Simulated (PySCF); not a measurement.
Compound: C4H4OS.
Structure used (PBE0-D3(BJ)/def2-SVP), in Å, numbered top down from 1:
```xyz
10
C4H4OS angstrom
C     -1.1976   -0.5159    0.4085
C     -0.6276    0.6953   -0.2851
O     -1.3169    1.6032   -0.6862
C      0.8483    0.7405   -0.4664
C      1.6790   -0.2028   -0.0629
S      2.6335   -1.3270    0.4222
H     -0.9481   -1.4313   -0.1497
H     -2.2867   -0.4102    0.4777
H     -0.7689   -0.6201    1.4169
H      1.2470    1.6264   -0.9708
```

Computed with TDDFT PBE0/def2-SVPD, vertical, gas phase, core orbitals frozen in the response (PySCF 2.14.0, density-fitted response routines).

Ground-to-excited transition dipoles (e·a0, same axes as the geometry; the sign carries no meaning), for the states with f of 0.002 or more among the lowest 10:

```csv
state,E (hartree),μx,μy,μz
S2,0.1373,-0.273,0.095,-0.021
S4,0.1895,1.393,-0.783,0.260
S6,0.2345,-0.025,-0.118,-0.227
S7,0.2376,1.407,-0.945,0.343
S10,0.2573,0.068,0.094,-0.056
```

(1) What oscillator strength does each state have?

(2) Label these states by symmetry in Cs.

(3) What angle do the transition dipoles of S4 and S6 make?

(4) How is the summed strength of these states shared among x, y and z?

(5) What peak molar absorption coefficient would the strongest computed level give as a lone Gaussian band 0.5 eV wide at half height?

Answers

(1) f = (2/3) ΔE |μ|² with ΔE in hartree (27.2114 eV).

```
state  |μ|² (au)  |μ| (D)      f
   S2      0.084     0.74  0.008
   S4      2.621     4.11  0.331
   S6      0.066     0.65  0.010
   S7      2.991     4.40  0.474
  S10      0.017     0.33  0.003
```

(2) The ground state is totally symmetric, so the direction of μ fixes the label. Polarised normal to the mirror plane, so A″: S6. Polarised in the mirror plane, so A′: S2, S4, S7 and S10.

(3) |cos θ| = |μa·μb| / (|μa| |μb|) = 0.00, so θ ≈ 90° (taken between 0 and 90°, since the signs are arbitrary).

(4) (2/3) Σ ΔE μα² gives 0.566 for x, 0.224 for y and 0.036 for z, 0.826 in all.

(5) ε(max) = 2.175×10⁸ f / FWHM, with the width in cm⁻¹. S7: 2.175×10⁸ × 0.4737 / 4033 ≈ 26000 L mol⁻¹ cm⁻¹.

The vertical ionisation energy (ΔSCF) is 9.21 eV, 2.21 eV above S10.

Time: 62 s of wall time (grids of density and orbitals included). Hardware: one thread of an x86-64 server, shared host.

One conformer stands for the species.
